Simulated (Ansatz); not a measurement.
# The aluminium atom (doublet): from Hartree-Fock to the top rungs, STO-3G

The task here is to estimate one member of a computed series from the others.

Method: STO-3G, core rule «outside noble gas», up to 5 orbitals frozen; program: Ansatz 0.2.0, Gaussian basis.

Plan: CCSD(T) on UHF; BCCD(T) on ROHF; CISD; CCSDT on ROHF; CCSDT on UHF; CASSCF and MRCISD+Q, 3 electrons in 4 orbitals; CASSCF and MRCISD+Q(relaxed), 3 electrons in 4 orbitals; CASSCF and NEVPT4(SD), 3 electrons in 4 orbitals; CASSCF and NEVPT2, 3 electrons in 4 orbitals; Full CI.

**The atom**

A free atom, in its lowest state of this spin that the program finds.

1 atom, charge 0, spin multiplicity 2.

The first run:

in.yaml reads:

```yaml
crystal:
  periodic: [false, false, false]
  atoms:
    - {symbol: Al, position_ang: [0.000000, 0.000000, 0.000000]}
basis:
  gaussian: {orbitals: STO-3G}
magnetization: {spin_polarized: true, initial_magnetization: 1}
correlation: {method: ccsd_t, electrons: outside_noble_gas}
```

Run with:

```bash
$ ansatz run in.yaml --threads 1 --pin off --events-out ev --progress --plain --max-ram 2393MiB
```

Among the steps run: CCSD(T) on UHF; BCCD(T) on ROHF; CISD; CCSDT on ROHF; CCSDT on UHF; CASSCF and MRCISD+Q, 3 electrons in 4 orbitals; CASSCF and MRCISD+Q(relaxed), 3 electrons in 4 orbitals; CASSCF and NEVPT4(SD), 3 electrons in 4 orbitals; CASSCF and NEVPT2, 3 electrons in 4 orbitals; Full CI.

One of the session's tables, all rows but one given; the rest of the session is left out.

It belongs to the step «Misses and costs». 

| method | from FCI (kcal/mol) |
| --- | --- |
| UHF | +16.03 |
| UMP2 | ? |
| UCCSD | 0.00 |
| UCCSD(T) | 0.00 |
| BCCD(T) | 0.00 |
| UCCSDT | 0.00 |
| CASSCF valence | 0.00 |
| NEVPT2 valence | 0.00 |
| NEVPT4(SD) valence | 0.00 |
| MRCISD valence | 0.00 |
| MRCISD+Q valence | 0.00 |
| MRCISD+Q(relaxed) valence | 0.00 |
| FCI | 0 |

**Question.** Estimate the row for UMP2.

As computed: from FCI (kcal/mol): +7.14. In the column «from FCI (kcal/mol)» it lies between FCI (0) and UHF (+16.03).

Not comparable, so not listed: CISD; CCSDT on ROHF (they don't share determinant, frozen orbitals or solution with the rows shown, or repeat one).

Caveats from the session: Levels on UHF freeze UHF's core orbitals, full CI those of ROHF, so the U rows can settle a little off it for that reason alone.
